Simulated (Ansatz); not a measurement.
This geometry of C2H6Si (9 atoms, charge 0, multiplicity 1) is a first-order saddle point.

Theory: RKS LDA/def2-SVP (Ansatz).

```xyz
9
Properties=species:S:1:pos:R:3
C -0.575 0.953 -0.931
Si 1.127 0.198 -0.584
C 0.630 -0.921 0.867
H -1.304 0.134 -1.139
H -0.600 1.681 -1.769
H -0.949 1.453 -0.005
H -0.436 -0.906 1.185
H 0.921 -1.969 0.617
H 1.276 -0.669 1.741
```

Which two structures does it join? (They come from a converged band through this point; their orientation in space is the band's.)

No bond is made or broken. The dihedral C1–Si2–C3–H8 goes from 161 to 83°. The two ends are copies of one structure, up to a mirror image or an exchange of like atoms.

Image 0:

```xyz
9
Properties=species:S:1:pos:R:3
C -0.523 1.039 -0.805
Si 0.917 -0.189 -0.911
C 0.597 -1.060 0.741
H -1.403 0.437 -1.151
H -0.441 1.908 -1.490
H -0.772 1.381 0.225
H -0.470 -1.106 1.057
H 1.070 -2.059 0.834
H 1.113 -0.396 1.482
```

Image 6:

```xyz
9
Properties=species:S:1:pos:R:3
C -0.578 0.847 -0.973
Si 1.137 0.602 -0.208
C 0.669 -0.818 0.956
H -1.187 -0.080 -1.069
H -0.583 1.411 -1.929
H -1.108 1.488 -0.222
H -0.372 -0.784 1.348
H 0.724 -1.723 0.296
H 1.387 -0.990 1.785
```

How far does it lie above each of them?

0.020 eV above the first and 0.020 eV above the second. This is the barrier of this one path; another mechanism may lie lower.

Time of the run: 45 s on 1 CPU thread of a shared host.
